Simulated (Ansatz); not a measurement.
# C2HF3N+: energies up the ladder

Aim: energies up the ladder, for C2HF3N+, with the cost of each level. Charge +1.

Program: Ansatz 0.2.0. Level of theory: the levels named in each step. These are calculated values, not measurements.

## 1. The structure to begin with

Bond lengths: N1–C2 1.138 Å, C2–C3 1.531 Å, C3–F4 1.312 Å, C3–F5 1.313 Å, C3–F6 1.312 Å, N1–H7 1.021 Å. Angles: N1–C2–C3 179.8°, C2–N1–H7 179.9°, C2–C3–F4 108.2°, C2–C3–F5 108.2°, C2–C3–F6 108.0°, F4–C3–F5 110.8°, F4–C3–F6 110.8°, F5–C3–F6 110.8°.

As a file:

```xyz
7

N     2.2526   -0.3547    0.2243
C     1.1342   -0.1777    0.1155
C    -0.3710    0.0587   -0.0366
F    -0.5441    1.1375   -0.7637
F    -0.8925   -0.9908   -0.6284
F    -0.8796    0.2179    1.1627
H     3.2569   -0.5129    0.3231
```

## 2. A rough first relaxation, PBE-D4/def2-SVP

Input file input.yaml:

```yaml
crystal:
  periodic: [false, false, false]
  atoms:
    - { symbol: "N", position_ang: [2.25263, -0.35469, 0.22434] }
    - { symbol: C, position_ang: [1.13419, -0.17774, 0.11546] }
    - { symbol: C, position_ang: [-0.37098, 0.05867, -0.03662] }
    - { symbol: F, position_ang: [-0.54408, 1.13752, -0.76367] }
    - { symbol: F, position_ang: [-0.89253, -0.99077, -0.62845] }
    - { symbol: F, position_ang: [-0.87964, 0.2179, 1.16272] }
    - { symbol: H, position_ang: [3.25694, -0.51291, 0.32315] }
total_charge: 1
basis:
  gaussian: { orbitals: def2-SVP }
hamiltonian:
  xc: pbe
  dispersion: d4
relax:
  f_tol: 0.03
  max_steps: 200
```

Run with:

```bash
$ ansatz run input.yaml --threads 4 --pin off --max-ram 10240MiB --backend cpu --events-out ev --progress --plain --runs-dir out
```

After this run come: Relaxation, PBE0-D4/def2-TZVPP; Frequencies, PBE0-D4/def2-TZVPP; Single point, PBE-D4/def2-TZVPP; Single point, r2SCAN-D4/def2-TZVPP; Single point, B3LYP-D4/def2-TZVPP; Single point, wB97M-V/def2-TZVPP; Single point, B2PLYP/def2-TZVPP; Single point, LDA/def2-TZVPP; Single point, PBE0-D4/def2-SVP; Single point, PBE-D4/def2-SVP; Single point, CCSD(T)/def2-TZVPP; Single point, MP2/def2-QZVPP.

**Question.** What will these runs give? Wanted: N1–C2 at PBE0-D4/def2-TZVPP; C2–C3 at PBE0-D4/def2-TZVPP; C3–F4 at PBE0-D4/def2-TZVPP; frequencies at PBE0-D4/def2-TZVPP; energy at CCSD(T)/CBS.

The runs gave:

| quantity | value |
| --- | --- |
| N1–C2 at PBE0-D4/def2-TZVPP | 1.132 Å |
| C2–C3 at PBE0-D4/def2-TZVPP | 1.557 Å |
| C3–F4 at PBE0-D4/def2-TZVPP | 1.302 Å |
| frequencies at PBE0-D4/def2-TZVPP | 170 to 3648 cm⁻¹ |
| energy at CCSD(T)/CBS | -11711.987 eV |

In words: No mode is imaginary, so the geometry is a minimum. These totals serve in differences with atoms or fragments at the same level; alone they don't rank the methods.
